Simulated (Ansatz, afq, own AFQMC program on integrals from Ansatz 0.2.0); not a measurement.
Atomization energy of GeNH₂, quartet

```json
{"atom": "Ge", "x (Å)": "0.0000", "y (Å)": "0.0000", "z (Å)": "0.4319"}
{"atom": "N", "x (Å)": "0.0000", "y (Å)": "0.0000", "z (Å)": "-1.8834"}
{"atom": "H", "x (Å)": "0.0000", "y (Å)": "0.8309", "z (Å)": "-2.4773"}
{"atom": "H", "x (Å)": "0.0000", "y (Å)": "-0.8309", "z (Å)": "-2.4773"}
```

Connectivity, by distances: Ge–NH2.

Atoms in their ground-state spins without spin–orbit coupling (mostly on UHF) minus the molecule (UHF), without zero-point energy. The geometry is a stationary point, not shown to be a minimum.

Basis cc-pVDZ. Only valence electrons are correlated. AFQMC by an in-house program on the Cholesky factors that Ansatz 0.2.0 writes for its CCSD(T) run. The CISD trial takes its coefficients from CCSD amplitudes. Released means that phaseless walkers are propagated on without the constraint, phases kept. Uncertainties: one standard error, sampling alone. No spin–orbit coupling. The errors of all members are added in quadrature.

No full CI on the walks' own integrals is used here; CCSDT(Q) serves as the reference and is uncertain by about the last step of the cluster series. Each member takes its own surest rung, up to full CI.

Errors are counted within cc-pVDZ, not against nature.

Cautions: inner d shell frozen; no relativity below Rb; no spin-orbit coupling; GeNH₂ (quartet): another spin lies lower, the released energies have errors that jump between times, so the bars are unsure, so no released level is given (meV from the phaseless value at times in 1/Eh: -1 ± 3 at 0.24, 3 ± 6 at 0.51, -12.1 ± 1.5 at 0.99, -13 ± 6 at 1.62, -4 ± 3 at 2.40), though the last usable value meets CCSDT(Q) within the noise.

| level | atomization energy (eV) |
| --- | --- |
| CCSD | 7.409 |
| MP2 | 7.379 |

Question: From these cheaper values, estimate the atomization energy at the reference level in cc-pVDZ.

Answer: 7.513 eV (CCSDT(Q) in cc-pVDZ).

| level | atomization energy (eV) | error against CCSDT(Q) (eV) |
| --- | --- | --- |
| HF | 5.251 | -2.262 |
| CCSD(T) | 7.496 | -0.018 |
| CCSDT | 7.506 | -0.007 |
| ph-AFQMC/HF | 7.531 ± 0.028 | 0.018 ± 0.028 |
| ph-AFQMC/CISD | 7.509 ± 0.002 | -0.005 ± 0.002 |

Correlation beyond CCSD(T) adds 0.018 eV. The perturbative (T) step is worth +0.086 eV.

A walk keeps the symmetry of its determinant, which the program's search chose and which needn't be the lowest solution, so a lower state of the same spin and another symmetry isn't excluded.
